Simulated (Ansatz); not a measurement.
Relaxing Pt

Method: DFT r2SCAN, scalar-relativistic, plane waves, PAW in Ansatz. Cutoff 500 eV, Γ-centred k mesh, Gaussian smearing, no spin polarisation in the final step.

The start puts Pt on the beta-tungsten (A15) structure type (Pm-3n, No. 223), at a guessed volume.

```
CELL_PARAMETERS angstrom
5.04262 0.00000 0.00000
0.00000 5.04262 0.00000
0.00000 0.00000 5.04262
ATOMIC_POSITIONS crystal
Pt 0.50000 0.50000 0.50000
Pt 0.00000 0.00000 0.00000
Pt 0.25000 0.00000 0.50000
Pt 0.50000 0.25000 0.00000
Pt 0.50000 0.75000 0.00000
Pt 0.75000 0.00000 0.50000
Pt 0.00000 0.50000 0.75000
Pt 0.00000 0.50000 0.25000
```

Cell and atoms relax at zero pressure; the relaxation can't lower the symmetry of the start.

Energies count from the standard state of Pt at the same level.

(1) What does it relax into?

(2) What are its volume, energy, density and gap?

Answers

(1) It keeps Pm-3n (No. 223). The result has the beta-tungsten (A15) structure. Conventional cell: a = 5.024 Å. Pt on Wyckoff site a (2 atoms of the primitive cell) has 12 Pt at 2.81 Å; Pt on Wyckoff site c (6 atoms of the primitive cell) has 2 Pt at 2.51 Å, 4 Pt at 2.81 Å and 8 Pt at 3.08 Å.

```cif
data_structure
_symmetry_space_group_name_H-M 'Pm-3n'
_symmetry_Int_Tables_number 223
_cell_length_a 5.0241
_cell_length_b 5.0241
_cell_length_c 5.0241
_cell_angle_alpha 90.000
_cell_angle_beta 90.000
_cell_angle_gamma 90.000
_cell_volume 126.82
loop_
_atom_site_label
_atom_site_type_symbol
_atom_site_symmetry_multiplicity
_atom_site_Wyckoff_symbol
_atom_site_fract_x
_atom_site_fract_y
_atom_site_fract_z
_atom_site_occupancy
Pt1 Pt 2 a 0.50000 0.50000 0.50000 1
Pt2 Pt 6 c 0.25000 0.00000 0.50000 1
```

(2) The volume per atom is 15.85 Å³ and the density is 20.44 g/cm³. The energy over the standard structure is 0.28 eV/atom and the gap on the 8×8×8 mesh is 0 eV (a metal).

The final run used a 8×8×8 mesh on its 8-atom cell and 0.10 eV smearing. The k mesh leaves about 4 meV/atom of noise in metals. Spin–orbit coupling is left out. A structure relaxed within its symmetry needn't be a true minimum.